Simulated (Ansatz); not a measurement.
Relaxation of AlH6N (8 atoms, charge 0, multiplicity 1), to a largest force component of 0.03 eV/Å in at most 50 steps.

Computed with RKS BHLYP-D4/def2-SVP (Ansatz).

```xyz
8
Properties=species:S:1:pos:R:3
Al -0.055 0.432 -0.567
N -0.029 0.133 2.519
H -0.833 -0.029 3.109
H 0.797 0.127 3.101
H 1.367 -0.031 -1.065
H -1.364 -0.292 -1.065
H -0.177 1.709 0.336
H -0.120 1.074 2.099
```

Task: Where does it end, and by what steps?

Result: The run converged. After 7 steps the energy has fallen by 1.146 eV; H3 moved furthest, 0.84 Å. Joined: Al1–N2 (3.10 → 2.08 Å).

```
step  energy less start (eV)  largest force component (eV/Å)  accepted
   0                  0.0000                           0.906       yes
   1                 -0.2154                           1.465       yes
   2                 -0.5000                           2.388       yes
   3                 -0.9355                           0.478       yes
   4                 -1.0985                           0.259       yes
   5                 -1.1372                           0.216       yes
   6                 -1.1422                           0.102       yes
   7                 -1.1463                           0.027       yes
```

```xyz
8
Properties=species:S:1:pos:R:3
Al -0.059 0.491 -0.019
N -0.045 0.298 2.056
H -0.709 -0.403 2.364
H 0.870 0.022 2.393
H 1.326 -0.219 -0.357
H -1.394 -0.316 -0.346
H -0.116 2.079 -0.134
H -0.288 1.171 2.510
```

Whether the end is a true minimum wasn't checked by a vibrational analysis.

Run time: 8.1 s on 1 thread of Intel(R) Xeon(R) 6975P-C (Granite Rapids) (shared host), peak memory 0.13 GiB.
